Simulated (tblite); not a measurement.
Give a GFN2-xTB geometry of `CO[C@@H](C)C[O]` [radical]. (Doublet state.)

```
atom  x, y, z in Å
C1     1.9423   -0.1339    0.4337
O2     0.6611   -0.6003    0.7131
C3    -0.2744   -0.2930   -0.2712
C4    -1.5669   -1.0358    0.0090
C5    -0.4906    1.2874   -0.2212
O6     0.6303    1.9310   -0.4921
H7     2.3990   -0.6583   -0.4131
H8     1.8383    0.9481    0.1367
H9     2.5434   -0.2347    1.3339
H10    0.1208   -0.5245   -1.2714
H11   -1.9618   -0.7428    0.9780
H12   -2.3025   -0.8188   -0.7597
H13   -1.3732   -2.1058    0.0250
H14   -0.9120    1.5230    0.7754
H15   -1.2582    1.4664   -0.9980
```

Any rigid rotation of these coordinates is as good. Atoms count from 1 in this order. The C–C distances run from 1.517 Å (C3–C4, drawn single) to 1.596 Å (C3–C5, drawn single), a spread of 0.079 Å. The 3 C–O bonds span 1.321 Å (C5–O6, drawn single) to 1.392 Å (O2–C3, drawn single), a spread of 0.071 Å. Of the pairs four or more bonds apart, O6···H8 is among the closest relative to their van der Waals radii: 1.68 Å, 62 % of the sum of Bondi's values.

Bonds between heavy atoms (Å): C1–O2 1.392, O2–C3 1.392, C3–C4 1.517, C3–C5 1.596, C5–O6 1.321.

Computed geometry: GFN2-xTB, gas phase. This method treats the open shell by occupation alone, without spin polarisation.

Point group: C1 (no symmetry element, even within 0.4 Å). Its GFN2-xTB frequencies are all real (lowest 162 cm⁻¹). Torsions: C1–O2–C3–C4 171°, O2–C3–C5–O6 62°.

One conformer stands for the species.
